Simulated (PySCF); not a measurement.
# Broadened absorption spectrum of 2-chloro-1-propene

Species: 2-chloro-1-propene, C3H5Cl.
Numbering: `[CH2:1]=[C:2]([CH3:3])[Cl:4]` (hydrogens: H5, H6 on C1; H7, H8, H9 on C3)

The calculation used TDDFT CAM-B3LYP/aug-cc-pVTZ, vertical, gas phase, core orbitals frozen in the response in PySCF 2.14.0, density-fitted response routines. Isolated species at its PBE0-D3(BJ)/def2-TZVP geometry, gas phase.

Each state is given a Gaussian of 0.3 eV full width at half maximum, with ε(max) = 2.175×10⁸ f / Δν̃ (Δν̃ the width in cm⁻¹). The width is an assumption, not a result. The curve ends short of the highest state used, and states not computed would add to its high-energy end.

| λ (nm) | ε (L mol⁻¹ cm⁻¹) |
| --- | --- |
| 166.2 | 622 |
| 167.1 | 890 |
| 168.1 | 1282 |
| 169.1 | 1702 |
| 170.1 | 2058 |
| 171.0 | 2251 |
| 172.0 | 2272 |
| 173.0 | 2087 |
| 173.9 | 1787 |
| 174.9 | 1381 |
| 175.9 | 986 |
| 176.9 | 675 |
| 177.8 | 519 |
| 178.8 | 542 |
| 179.8 | 868 |
| 180.7 | 1542 |
| 181.7 | 2890 |
| 182.7 | 5039 |
| 183.7 | 8065 |
| 184.6 | 11435 |
| 185.6 | 15550 |
| 186.6 | 19472 |
| 187.6 | 22510 |
| 188.5 | 24004 |
| 189.5 | 24006 |
| 190.5 | 22324 |
| 191.4 | 19691 |
| 192.4 | 16054 |
| 193.4 | 12254 |
| 194.4 | 8778 |
| 195.3 | 6170 |
| 196.3 | 3943 |
| 197.3 | 2381 |
| 198.2 | 1443 |
| 199.2 | 788 |
| 200.2 | 409 |
| 201.2 | 203 |
| 202.1 | 104 |
| 203.1 | 48 |
| 204.1 | 21 |
| 205.0 | 10 |
| 206.0 | 4 |
| 207.0 | 2 |
| 208.0 | 1 |

(1) Where are the band maxima, and which computed states make them?

(2) On this curve, what absorbance would a 10⁻³ mol/L sample give at 193 nm over a 1 cm path?

(3) Coming from long wavelengths, where does ε first pass 100 L mol⁻¹ cm⁻¹?

Answers

(1) 189 nm (6.56 eV), ε about 24000, made up of S2 (100%); 172 nm (7.23 eV), ε about 2300, made up of S4 (73%) and S5 (27%) (ε in L mol⁻¹ cm⁻¹; maxima over ε = 5, shares over 10%). The states used: S1 6.41 eV (f 0.0015); S2 6.56 eV (f 0.269); S3 6.64 eV (f 0.0002); S4 7.20 eV (f 0.019); S5 7.30 eV (f 0.0080); S6 7.43 eV (f 0.0004); S7 7.78 eV (f 0.015); S8 7.92 eV (f 0.019); S9 7.95 eV (f 0.0010); S10 8.06 eV (f 0.0000).

(2) 193 nm is 6.424 eV, where ε is about 14000 L mol⁻¹ cm⁻¹, so A = ε c l ≈ 14 (Beer–Lambert, with the gas-phase spectrum and the assumed width).

(3) At about 202 nm (6.13 eV), 0.28 eV below S1.
